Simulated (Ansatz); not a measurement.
## Elastic constant C66 of hcp Os at several levels of theory

No measured value is used here.

| level (code) | value (GPa) | cell (Å³/atom) |
|---|---|---|
| LDA (Ansatz) | 282 | 13.70 |
| PBE (Ansatz) | … | 14.27 |
| r²SCAN (Ansatz) | 273 | 14.02 |

### Question
Some entries are withheld; supply them.

### Answer

- PBE (Ansatz, an electronic-structure program), value (GPa): 255

Density-functional levels without +SOC have no spin–orbit coupling. Each level is taken at its own relaxed cell. Cutoffs differ between the levels. Ansatz's density-functional and Hartree–Fock values are scalar-relativistic unless marked +SOC, with PAW data made under PBE.
